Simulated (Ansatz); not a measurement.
Frontier orbitals of `[CH2]1[AlH][SiH2]1`.

```json
{"atom": "C1", "x (Å)": "0.427", "y (Å)": "-0.789", "z (Å)": "0.193"}
{"atom": "Al2", "x (Å)": "0.002", "y (Å)": "0.773", "z (Å)": "1.283"}
{"atom": "Si3", "x (Å)": "-0.492", "y (Å)": "0.441", "z (Å)": "-0.967"}
{"atom": "H4", "x (Å)": "1.502", "y (Å)": "-0.808", "z (Å)": "-0.026"}
{"atom": "H5", "x (Å)": "0.067", "y (Å)": "-1.813", "z (Å)": "0.286"}
{"atom": "H6", "x (Å)": "0.134", "y (Å)": "1.339", "z (Å)": "2.753"}
{"atom": "H7", "x (Å)": "-1.860", "y (Å)": "-0.025", "z (Å)": "-1.326"}
{"atom": "H8", "x (Å)": "0.221", "y (Å)": "0.881", "z (Å)": "-2.197"}
```

The species carries charge 0 and has multiplicity 1. The structure was optimised at the PBE0-D4/def2-TZVP level. Basis def2-TZVPP, the Gaussian-basis code of Ansatz.

```tsv
functional	HOMO (eV)	LUMO (eV)	gap (eV)
LDA (SPW92)	-5.16	-2.85	2.31
PBE	-5.07	-2.65	2.42
revPBE	-5.03	-2.55	2.48
PBE0	-6.03	-1.87	4.16
B3LYP	-5.85	-2.05	3.80
r2SCANh	-5.60	-2.13	3.47
BHLYP	-6.87	-1.05	5.82
ωB97M-V	-7.98	-0.20	7.78
```

Against PBE, PBE0 changes HOMO and LUMO by −0.96 and +0.77 eV, ωB97M-V by −2.91 and +2.45 eV. A gap of 2.42 eV thus becomes 7.78 eV for the same molecule, so an orbital gap means little without its functional.

B3LYP here is the variant with VWN-RPA as its local correlation; programs differ in this.
